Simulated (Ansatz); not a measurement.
Interaction energy ladder

The pair of H2S (SMILES S, atoms 1–3) and C2H6 (SMILES CC, atoms 4–11), both closed shells, in one local arrangement (a lower one may exist), relaxed at PBE0-D4/def2-TZVP:

```xyz
11
angstrom
S 0.8513 0.3378 -2.9125
H -0.4674 0.3106 -2.6678
H 1.1100 0.9123 -1.7282
C -0.3835 -0.9186 0.7865
C 0.0091 0.5267 1.0380
H -0.0890 -1.2433 -0.2143
H 0.0957 -1.5897 1.5031
H -1.4633 -1.0590 0.8773
H -0.2725 0.8498 2.0430
H -0.4794 1.2045 0.3326
H 1.0889 0.6690 0.9423
```

Ansatz 0.2.0; basis: def2-TZVPPD, with def2-QZVPPD for the basis limit; cores frozen in the correlated methods. B3LYP uses VWN-RPA correlation. Extrapolation: Hartree–Fock as exp(−7.88 √X), correlation as X^−2.97. Interaction energies count from these two fragments, frozen as in the pair, with the counterpoise correction; negative means bound.

What is the interaction energy by CCSD(T) at an estimated basis limit (MP2 extrapolated from triple and quadruple zeta, plus CCSD(T) − MP2 in triple zeta)? (An estimate is asked for; the value comes from the calculation.)

Computed: -1.06 kcal/mol. Hartree–Fock alone gives 0.78 kcal/mol at the basis limit, so without correlation the pair would not bind at this distance. It counts from the two fragments frozen as in the pair.

The same quantity by other methods in triple zeta, and each one's difference from that estimate:
| method | E_int (kcal/mol) | difference |
| --- | --- | --- |
| PBE-D4 | -1.25 | -0.19 |
| revPBE-D4 | -0.89 | 0.17 |
| BLYP-D4 | -0.79 | 0.27 |
| r2SCAN-D4 | -0.99 | 0.07 |
| B97M-V | -1.00 | 0.07 |
| PBE0-D4 | -1.13 | -0.06 |
| B3LYP-D4 | -0.94 | 0.13 |
| HSE06-D4 | -1.13 | -0.06 |
| wB97X-V | -1.01 | 0.05 |
| wB97M-V | -0.95 | 0.11 |
| B2PLYP | -0.13 | 0.94 |
| HF | 0.78 | 1.85 |
| MP2 | -0.95 | 0.12 |
| CCSD | -0.62 | 0.44 |
| CCSD(T) | -0.87 | 0.19 |
Differences are method less estimate.

Which atoms make the shortest contact between the fragments?

H3 and H10, 2.62 Å apart.

Basis-set superposition shift (counterpoise-corrected less uncorrected): CCSD(T) 0.38; MP2 0.37; HF 0.04; PBE0-D4 0.04; wB97M-V 0.06 kcal/mol.

No T1 diagnostic of these runs exceeds 0.011.

For scale, one of the runs: CCSD(T)/def2-TZVPPD, 261 basis functions, launched by `ansatz run in.yaml --threads 4 --pin off --events-out ev --progress --plain --max-ram 9574MiB`. Hardware: 4 CPU threads of an Arm Neoverse V2, shared host. Wall time 88 s; peak host memory 6.1 GiB.
